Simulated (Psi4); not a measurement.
Process, species as SMILES: OO (H2O2) + H+ → [OH2+]O
B3LYP-D3(BJ)/def2-TZVP geometries, fixed; electronic energies without zero-point terms; positive where energy is released.

Basis-set convergence of the proton affinity at PBE with Psi4. All functions are spherical. Density fitting with the program's default auxiliary sets. Psi4's default fitting sets serve the pcseg sets less well. No added dispersion term, no relativity. Functions are those of the species that has most. Reference: the value in aug-cc-pVQZ, 165.58 kcal/mol, itself unsure by roughly 0.64 kcal/mol (its mean distance from def2-QZVPPD, def2-QZVPP, cc-pVQZ). Deviations are taken from unrounded values.

```json
[
 {"basis": "3-21G", "functions": "24", "proton affinity (kcal/mol)": "178.23", "minus reference (kcal/mol)": "12.66"},
 {"basis": "6-31G", "functions": "24", "proton affinity (kcal/mol)": "167.60", "minus reference (kcal/mol)": "2.02"},
 {"basis": "def2-SV(P)", "functions": "34", "proton affinity (kcal/mol)": "164.66", "minus reference (kcal/mol)": "-0.92"},
 {"basis": "def2-SVP", "functions": "43", "proton affinity (kcal/mol)": "170.83", "minus reference (kcal/mol)": "5.25"},
 {"basis": "pcseg-1", "functions": "43", "proton affinity (kcal/mol)": "164.08", "minus reference (kcal/mol)": "-1.49"},
 {"basis": "6-311G**", "functions": "54", "proton affinity (kcal/mol)": "169.70", "minus reference (kcal/mol)": "4.12"},
 {"basis": "aug-cc-pVDZ", "functions": "73", "proton affinity (kcal/mol)": "164.16", "minus reference (kcal/mol)": "-1.41"},
 {"basis": "cc-pVTZ", "functions": "102", "proton affinity (kcal/mol)": "168.40", "minus reference (kcal/mol)": "2.82"},
 {"basis": "def2-TZVPP", "functions": "104", "proton affinity (kcal/mol)": "166.83", "minus reference (kcal/mol)": "1.25"},
 {"basis": "def2-TZVPPD", "functions": "131", "proton affinity (kcal/mol)": "165.48", "minus reference (kcal/mol)": "-0.09"},
 {"basis": "cc-pVQZ", "functions": "200", "proton affinity (kcal/mol)": "167.00", "minus reference (kcal/mol)": "1.42"},
 {"basis": "def2-QZVPP", "functions": "204", "proton affinity (kcal/mol)": "166.07", "minus reference (kcal/mol)": "0.49"},
 {"basis": "def2-QZVPPD", "functions": "231", "proton affinity (kcal/mol)": "165.59", "minus reference (kcal/mol)": "0.01"}
]
```
